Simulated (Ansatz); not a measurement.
in.yaml

```yaml
crystal:
  periodic: [false, false, false]
  atoms:
    - {symbol: Si, position_ang: [0.000000, -0.096456, 0.516159]}
    - {symbol: N, position_ang: [0.000000, 0.103488, -1.122923]}
    - {symbol: H, position_ang: [0.000000, 1.249554, 1.222147]}
basis:
  gaussian: {orbitals: cc-pVTZ}
total_charge: 1
magnetization: {spin_polarized: true, initial_magnetization: 3}
correlation: {method: ccsdt_q, electrons: outside_noble_gas}
```

```sh
$ ansatz run in.yaml --threads 2 --pin off --events-out ev --progress --plain --max-ram 24576MiB --backend cuda --devices 0, --max-vram 18GiB
```

Log:

```
956 factors; integrals over basis functions are off by at most 2.4e-7 eV
mean field evaluation 1: about -9344.7290 eV, gradient 2.5e1 eV
mean field evaluation 2: about -9344.7371 eV, gradient 2.5e1 eV
mean field evaluation 4: about -9348.4329 eV, gradient 2.9e0 eV
mean field evaluation 8: about -9348.6630 eV, gradient 4.6e-1 eV
mean field evaluation 16: about -9348.6952 eV, gradient 1.9e-6 eV
mean field evaluation 32: about -9347.6815 eV, gradient 5.8e-3 eV
mean field evaluation 64: about -9347.3571 eV, gradient 4.7e0 eV
mean field evaluation 96: about -9347.1551 eV, gradient 4.9e-1 eV
mean field evaluation 128: about -9345.7836 eV, gradient 3.5e-4 eV
mean field evaluation 160: about -9347.6814 eV, gradient 3.9e-2 eV
...
cycle  15  -6.25797166 eV  change   -1.2e-6 eV  update   8.5e-5
cycle  16  -6.25794932 eV  change    2.2e-5 eV  update   5.6e-5
cycle  17  -6.25793300 eV  change    1.6e-5 eV  update   3.2e-5
cycle  18  -6.25792557 eV  change    7.4e-6 eV  update   2.2e-5
cycle  19  -6.25793503 eV  change   -9.5e-6 eV  update   1.2e-5
cycle  20  -6.25794670 eV  change   -1.2e-5 eV  update   7.0e-6
cycle  21  -6.25794852 eV  change   -1.8e-6 eV  update   3.6e-6
cycle  22  -6.25794687 eV  change    1.6e-6 eV  update   2.3e-6
cycle  23  -6.25794473 eV  change    2.1e-6 eV  update   1.5e-6
cycle  24  -6.25794414 eV  change    5.8e-7 eV  update   9.2e-7
perturbative correction -0.01133255 eV, -0.0004164636 hartree
Total energy: -9354.96450904 eV, -343.7886046847 hartree
```

Ran on 2 threads of AMD EPYC 7R13 with a shared H100 80 GB, shared host: 15 s wall, 0.82 GiB peak host memory.
